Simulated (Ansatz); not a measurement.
**A cut through the energy surface**

AlHF (SMILES [F][AlH]), doublet, at its PBE0-D4/def2-TZVP minimum:

```json
{"atom": "F1", "x (Å)": "0.9071", "y (Å)": "0.8932", "z (Å)": "0.5856"}
{"atom": "Al2", "x (Å)": "-0.4325", "y (Å)": "0.3180", "z (Å)": "-0.1995"}
{"atom": "H3", "x (Å)": "-0.4854", "y (Å)": "-1.2761", "z (Å)": "-0.3993"}
```

The angle F1–Al2–H3 (115.5° at the minimum) is set to the values below, F1, with anything bonded beyond it, turning rigidly in the plane of the angle. Each method's energies count from its own value at the PBE0-D4 minimum structure. Ansatz 0.2.0; basis: def2-TZVPP; cores frozen in the correlated methods; orbitals are unrestricted. B3LYP uses VWN-RPA correlation.

| angle (°) | CCSD(T) (eV) | HF (eV) | wB97M-V (eV) | PBE-D4 (eV) |
| --- | --- | --- | --- | --- |
| 97.5 | 0.165 | 0.186 | 0.137 | 0.134 |
| 102.0 | 0.093 | 0.104 | 0.074 | 0.074 |
| 106.5 | 0.043 | 0.047 | 0.032 | 0.032 |
| 111.0 | 0.012 | 0.013 | 0.007 | 0.008 |
| 115.5 | 0.000 | 0.000 | 0.000 | 0.000 |
| 120.0 | 0.006 | 0.008 | 0.009 | 0.008 |
| 124.5 | 0.029 | 0.035 | 0.034 | 0.031 |
| 129.0 | 0.067 | 0.080 | 0.074 | 0.069 |
| 133.5 | 0.122 | 0.143 | 0.127 | 0.120 |

Minimum and curvature along this coordinate at CCSD(T): A fifth-order fit through the nearest points gives 116.2°, with a curvature of about 0.87 meV/deg².

Largest difference from the CCSD(T) curve over the scan: r2SCAN-D4 0.019; PBE0-D4 0.019; B3LYP-D4 0.021; MP2 0.009 eV. Each curve counts from its own value at the minimum.

T1 diagnostic: at most 0.018. ⟨S²⟩ of the unrestricted Hartree–Fock references: 0.76 (a pure state has 0.75).

For scale, one of the runs: CCSD(T)/def2-TZVPP, 87 basis functions (an equivalent command: `ansatz run in.yaml --threads 2`). The run took about 5.5 s on 2 CPU threads (shared host).
